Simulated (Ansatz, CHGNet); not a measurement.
For 1T (CdI2-type) PbI2, the machine-learned potential CHGNet 0.3.0 (trained on PBE and PBE+U data) gives:

| Quantity | Value |
|---|---|
| lattice parameter a | 4.648 Å |
| lattice parameter c | 7.933 Å |

### Question
What does HSE06-D3(BJ) (PAW; Ansatz, a program for electronic structure) give for the same quantities?

### Answer

- lattice constant a: 4.514 Å (drops by 2.9 %)
- lattice parameter c: 6.835 Å (drops by 14 %)

For comparison: lattice constant a 4.558 Å (measured, temperature not stated, no zero-point or thermal correction; as tabulated in Palosz (1990), doi:10.1088/0953-8984/2/24/001); lattice parameter c 6.986 ± 0.003 Å (measured, temperature not stated, not corrected to a static lattice; as tabulated in Palosz (1990), doi:10.1088/0953-8984/2/24/001).

Changes are worked out from the printed values.

Unless a cell is named, each level is at its own relaxed cell (CHGNet 0.3.0 49.48, HSE06-D3(BJ) 40.21 Å³/atom).

Levels without +SOC leave out spin–orbit coupling, which shifts energies and cells of such heavy elements.

Ansatz's density-functional and Hartree–Fock values are scalar-relativistic unless marked +SOC, with PAW data made under PBE.
